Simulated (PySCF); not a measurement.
Species: C2H3N3.
SMILES: `n1cnc[nH]1`

The closed-shell ground state was solved at several levels (PySCF, density fitting, gas phase, non-relativistic). Geometry: PBE0-D3(BJ)/def2-SVP; no solvent, vibrations or thermal averaging.

| level | basis functions | HOMO (eV) | LUMO (eV) | gap (eV) | dipole (D) |
| --- | --- | --- | --- | --- | --- |
| PBE/pcJ-1 | 165 | -6.47 | -0.93 | 5.54 | 2.91 |
| PBE0/6-31+G* | 96 | -7.93 | 0.00 | 7.93 | 3.00 |
| PBE0/pcJ-1 | 165 | -7.91 | 0.09 | 8.00 | 2.97 |
| LC-wPBE/def2-SVPD | 124 | -10.70 | 2.29 | 12.99 | 2.97 |
| PBE0/def2-TZVPD | 212 | -7.92 | -0.04 | 7.88 | 2.85 |

Question: Estimate the row for PBE0/def2-TZVP, a basis of 173 functions; the other rows only guide the guess.

Answer: HOMO -7.87 eV, LUMO 0.06 eV, gap 7.93 eV, dipole 2.90 D.

Question: Over all these levels, which gives the widest orbital gap and which the narrowest?

Answer: LC-wPBE/def2-SVPD (range-separated hybrid) has the widest, 12.99 eV, and PBE/pcJ-1 (GGA) the narrowest, 5.54 eV. Functional and basis both differ between the two, so the spread mixes both effects.

Question: How much does the basis alone move the frontier levels among the 4 PBE0 rows (the withheld one included)?

Answer: The HOMO by 0.06 eV and the LUMO by 0.13 eV. By rising basis size (HOMO, LUMO in eV): 6-31+G* -7.93, 0.00; pcJ-1 -7.91, 0.09; def2-TZVP -7.87, 0.06; def2-TZVPD -7.92, -0.04.

Question: How far do the dipole and the HOMO energy spread over the levels?

Answer: The dipole runs from 2.85 to 3.00 D (mean 2.93 D) and the HOMO from -10.70 to -6.47 eV.
